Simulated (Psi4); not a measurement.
**PF3 (SMILES FP(F)F): PBE0/6-31G(d) (spherical functions, ints tolerance 1e-06, sweep point 3)**

Aim: the vertical ionisation energy of PF3 at PBE0/6-31G* (spherical functions, ints tolerance 1e-06, sweep point 3), from 2 runs. 

The calculation is run with Psi4 1.11.

4 further runs of the same task are left out: 4 set aside as unsound or not needed.

## (1) The structure to begin with

PF3 has 4 atoms, charge 0, and is taken as a singlet. As SMILES, `FP(F)F`. The coordinates come from a GFN2-xTB relaxation.

Bond lengths: P1–F2 1.597 Å, P1–F3 1.598 Å, P1–F4 1.598 Å. Angles: F2–P1–F3 94.0°, F2–P1–F4 93.9°, F3–P1–F4 94.0°.

## (2) The energy at PBE0/6-31G(d) (spherical functions, ints tolerance 1e-06, sweep point 3)

File f3p.inp:

```
memory 1600 MB

molecule {
  P     -0.004630     0.005090     0.642290
  F      1.349610    -0.029560    -0.203150
  F     -0.648490     1.180250    -0.228190
  F     -0.696500    -1.155780    -0.210950
  symmetry c1
}

set puream true
set scf_type direct
set dft_radial_points 99
set dft_spherical_points 590
set ints_tolerance 1e-06
set maxiter 60

result = energy("pbe0/6-31G*")
print_variables()
```

On the command line:

```sh
$ psi4 f3p.inp f3p.out -n 1
```

f3p.out, shortened:

```text
[...]
  Running in c1 symmetry.
[...]
  Nuclear repulsion =  189.190298219164447
[...]
  Multiplicity = 1
[...]
  Nalpha       = 21
  Nbeta        = 21
[...]
    Number of basis functions: 60
[...]
   @DF-RKS iter   1:  -640.45116952173760   -3.11698e-01   8.07780e-03 DIIS/ADIIS
[...]
   @RKS iter  12:  -640.52537588335849   -9.64462e-09   3.79055e-07 DIIS
[...]
    Orbital Energies [Eh]
    ---------------------
    Doubly Occupied:
       1A    -77.389410     2A    -24.803135     3A    -24.802833
       4A    -24.802696     5A     -6.763463     6A     -4.900789
       7A     -4.900782     8A     -4.893889     9A     -1.291690
      10A     -1.236612    11A     -1.236201    12A     -0.682945
      13A     -0.558937    14A     -0.558782    15A     -0.528770
      16A     -0.482957    17A     -0.482865    18A     -0.440807
      19A     -0.440592    20A     -0.428255    21A     -0.343662
[...]
  @RKS Final Energy:  -640.52537588335849
   => Energetics <=
    Nuclear Repulsion Energy =            189.1902982191644469
    One-Electron Energy =               -1266.2909879343544617
    Two-Electron Energy =                 477.6927275723135153
    DFT Exchange-Correlation Energy =     -41.1174137404818509
    Empirical Dispersion Energy =           0.0000000000000000
    VV10 Nonlocal Energy =                  0.0000000000000000
    Total Energy =                       -640.5253758833584925
[...]
 Multipole Moments:
 ------------------------------------------------------------------------------------
     Multipole            Electronic (a.u.)      Nuclear  (a.u.)        Total (a.u.)
 ------------------------------------------------------------------------------------
 L = 1.  Multiply by 2.5417464519 to convert [e a0] to [Debye]
 Dipole X            :          0.0001246           -0.0024701           -0.0023455
 Dipole Y            :          0.0026604            0.0027170            0.0053774
 Dipole Z            :          0.2645068            0.3428508            0.6073577
 Magnitude           :                                                    0.6073860
[...]
```

It took 7.2 s on 1 thread of Intel Xeon Platinum 8488C (Sapphire Rapids), shared host; peak memory 0.56 GiB.

## (3) The doublet cation, same level

File calc.dat:

```
memory 1.6 GB

molecule {
  1 2
  P     -0.004630     0.005090     0.642290
  F      1.349610    -0.029560    -0.203150
  F     -0.648490     1.180250    -0.228190
  F     -0.696500    -1.155780    -0.210950
  symmetry c1
}

set basis 6-31G*
set reference uks
set puream true
set scf_type direct
set dft_radial_points 99
set dft_spherical_points 590
set ints_tolerance 1e-06
set maxiter 150

energy_value = energy('pbe0')
print_variables()
```

On the command line:

```sh
$ psi4 -i calc.dat -o calc.out -n 1
```

calc.out, shortened:

```text
[...]
  Running in c1 symmetry.
[...]
  Nuclear repulsion =  189.190298219164447
[...]
  Multiplicity = 2
[...]
  Nalpha       = 21
  Nbeta        = 20
[...]
    Number of basis functions: 60
[...]
   @DF-UKS iter   1:  -639.96645798441955    1.73013e-01   8.20551e-03 DIIS/ADIIS
[...]
   @UKS iter  13:  -640.07587596278131   -1.89607e-08   4.59989e-07 DIIS
[...]
   @S^2 Observed:                7.547988920E-01
[...]
    Orbital Energies [Eh]
    ---------------------
    Alpha Occupied:
       1A    -77.774743     2A    -25.123623     3A    -25.123456
       4A    -25.123344     5A     -7.140278     6A     -5.278073
       7A     -5.276230     8A     -5.276223     9A     -1.600750
      10A     -1.544587    11A     -1.544256    12A     -1.001326
      13A     -0.864579    14A     -0.864459    15A     -0.840800
      16A     -0.782977    17A     -0.782875    18A     -0.737701
      19A     -0.737555    20A     -0.723897    21A     -0.702855
    Alpha Virtual:
      22A     -0.327624    23A     -0.327476    24A     -0.152594
      25A     -0.026599    26A      0.056829    27A      0.056968
[...]
  @UKS Final Energy:  -640.07587596278131
   => Energetics <=
    Nuclear Repulsion Energy =            189.1902982191644469
    One-Electron Energy =               -1252.8135682609572541
    Two-Electron Energy =                 464.3228335802444349
    DFT Exchange-Correlation Energy =     -40.7754395012329738
    Empirical Dispersion Energy =           0.0000000000000000
    VV10 Nonlocal Energy =                  0.0000000000000000
    Total Energy =                       -640.0758759627813106
[...]
 Multipole Moments:
 ------------------------------------------------------------------------------------
     Multipole            Electronic (a.u.)      Nuclear  (a.u.)        Total (a.u.)
 ------------------------------------------------------------------------------------
 L = 1.  Multiply by 2.5417464519 to convert [e a0] to [Debye]
 Dipole X            :         -0.0072570           -0.0024701           -0.0097272
 Dipole Y            :          0.0092045            0.0027170            0.0119215
 Dipole Z            :          1.1257114            0.3428508            1.4685622
 Magnitude           :                                                    1.4686428
[...]
```

It took 9.9 s on 1 thread of Intel Xeon Platinum 8488C (Sapphire Rapids), shared host; peak memory 0.57 GiB.

## (4) What came out

Level: PBE0/6-31G* (spherical functions, ints tolerance 1e-06, sweep point 3).

| quantity | value |
| --- | --- |
| singlet PF3: total energy | -640.52538 Eh |
| singlet PF3: dipole moment | 1.54 D |
| singlet PF3: HOMO energy | -9.35 eV |
| singlet PF3: LUMO energy | -0.19 eV |
| singlet PF3: HOMO–LUMO gap | 9.16 eV |
| doublet cation: total energy | -640.07588 Eh |
| doublet cation: HOMO energy (highest over α and β) | -19.13 eV |
| doublet cation: LUMO energy (lowest over α and β) | -15.02 eV |
| doublet cation: ⟨S²⟩ | 0.755 |
| vertical ionisation energy (to the doublet cation) | 12.232 eV |

In words: Removing an electron at fixed nuclei costs 12.23 eV (1180 kJ/mol). The negative HOMO energy of the first species, 9.35 eV, lies 2.88 eV below that difference.
